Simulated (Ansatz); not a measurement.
Geometry optimisation, Ansatz 0.2.0, RKS B3LYP-D4/6-31G*.

input.yaml

```yaml
crystal:
  periodic: [false, false, false]
  atoms:
    - { symbol: B, position_ang: [-0.003473, -0.267557, 0.124032] }
    - { symbol: Cl, position_ang: [0.005885, -0.627823, 1.912897] }
    - { symbol: F, position_ang: [1.14052, -0.236932, -0.512981] }
    - { symbol: H, position_ang: [-1.031909, -0.13865, -0.445648] }
    - { symbol: H, position_ang: [0.109789, 2.09301, 0.527678] }
    - { symbol: H, position_ang: [0.018086, 1.848151, 1.185322] }
basis:
  gaussian: { orbitals: "6-31G*" }
hamiltonian:
  xc: b3lyp
  dispersion: d4
relax:
  f_tol: 0.03
  max_steps: 50
```

Run as:

```bash
$ ansatz run input.yaml --threads 1 --pin off --max-ram 2048MiB --backend cpu --events-out ev --progress --plain --runs-dir out
```

**Question.** Where does it end, and by what steps?

**Answer.** It converged. The force dipped under the threshold on the way, but the program's further checks kept it going. After 31 steps the energy has fallen by 0.226 eV; H6 moved furthest, 1.27 Å.

```csv
step,energy less start (eV),largest force component (eV/Å),accepted
0,0.0000,1.323,yes
2,-0.1227,1.179,no
4,-0.2003,0.289,yes
6,-0.2077,0.161,yes
8,-0.2091,0.140,yes
10,-0.2067,0.414,no
12,-0.2137,0.017,yes
14,-0.2141,0.035,yes
16,-0.2149,0.046,yes
18,-0.2158,0.147,yes
20,-0.2173,0.047,yes
22,-0.2192,0.092,yes
24,-0.2202,0.132,yes
26,-0.2224,0.080,yes
28,-0.2184,0.529,no
30,-0.2247,0.107,yes
31,-0.2257,0.004,yes
```

```xyz
6
Properties=species:S:1:pos:R:3
B -0.119 -0.684 0.163
Cl 0.043 -1.542 1.688
F 0.839 0.140 -0.212
H -1.077 -0.841 -0.521
H 0.421 2.500 0.670
H 0.133 3.097 1.003
```

Whether the end is a true minimum wasn't checked by a vibrational analysis.

Time of the run: 46 s on 1 thread of Arm Neoverse V2, on a shared host, peak memory 0.12 GiB.
